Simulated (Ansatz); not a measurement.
CH6SSi⁺, that is Si(SMe)H3 with one electron fewer. Total charge 1; doublet. Geometry PBE-D4/def2-TZVP, that of the neutral singlet.

```xyz
9

Si   -0.439   -1.131   -0.869
S    -0.551   -0.408    1.141
C     0.418    1.135    0.946
H     1.448    0.915    0.636
H     0.437    1.618    1.930
H    -0.056    1.813    0.225
H    -1.103   -0.194   -1.831
H    -1.140   -2.449   -0.876
H     0.985   -1.300   -1.302
```

Estimate the α-spin orbital energies around the gap (eV) in Ansatz with PBE-D4/def2-TZVP, r2SCAN-D4/def2-TZVP, PBE0-D4/def2-TZVP.


| orbital | PBE-D4/def2-TZVP | r2SCAN-D4/def2-TZVP | PBE0-D4/def2-TZVP |
| --- | --- | --- | --- |
| HOMO−5 | -16.46 | -16.91 | -18.09 |
| HOMO−4 | -16.04 | -16.45 | -17.51 |
| HOMO−3 | -14.52 | -14.93 | -15.97 |
| HOMO−2 | -14.19 | -14.57 | -15.59 |
| HOMO−1 | -13.76 | -14.07 | -15.04 |
| HOMO | -13.37 | -13.82 | -14.76 |
| LUMO | -6.81 | -6.57 | -5.84 |
| LUMO+1 | -6.20 | -5.83 | -5.25 |
| LUMO+2 | -5.13 | -4.76 | -4.21 |
| LUMO+3 | -4.92 | -4.51 | -3.96 |
| LUMO+4 | -4.55 | -3.94 | -3.62 |
| LUMO+5 | -3.21 | -2.51 | -2.25 |
| β HOMO | -13.70 | -13.99 | -14.96 |
| β LUMO | -12.12 | -11.88 | -11.17 |
